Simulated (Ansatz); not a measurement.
in.yaml

```yaml
crystal:
  periodic: [false, false, false]
  atoms:
    - {symbol: B, position_ang: [0.000000, 0.000000, 0.762520]}
    - {symbol: B, position_ang: [0.000000, 0.000000, -0.762520]}
    - {symbol: H, position_ang: [0.000000, 0.000000, 1.938254]}
    - {symbol: H, position_ang: [0.000000, 0.000000, -1.938254]}
basis:
  gaussian: {orbitals: cc-pVTZ}
magnetization: {spin_polarized: true, initial_magnetization: 0}
hamiltonian: {xc: {name: SPW92}}
```

```sh
$ ansatz run in.yaml --threads 1 --pin off --events-out ev --progress --plain --max-ram 2816MiB --backend cpu
```

Problem. Roughly how long does this take on 1 thread of AMD EPYC 7R13, shared host, and how much host memory?

Solution. 1.8 s wall and 0.33 GiB.

```
544 factors; their error is unknown
mean field evaluation 1: about -1362.1322 eV, gradient 1.7e1 eV
mean field evaluation 2: about -1362.6564 eV, gradient 1.5e1 eV
mean field evaluation 4: about -1364.2810 eV, gradient 3.2e0 eV
mean field evaluation 8: about -1364.2873 eV, gradient 3.1e0 eV
mean field evaluation 16: about -1364.3311 eV, gradient 2.4e-5 eV
mean field evaluation 32: about -1364.2808 eV, gradient 3.2e0 eV
mean field evaluation 64: about -1364.3311 eV, gradient 1.9e-5 eV
mean field evaluation 96: about -1364.6742 eV, gradient 6.6e0 eV
mean field -1364.95578633 eV, -50.1611999474 hartree, gradient 1.7e-5 eV, S^2 1.001774; 9 other end points of the search recorded, 0 dependent functions left out
reference -1364.95581756 eV, -50.1612010950 hartree; 6, 6 occupied and 82, 82 virtual orbitals, 544 factors
Total energy: -1364.95581756 eV, -50.1612010950 hartree
```
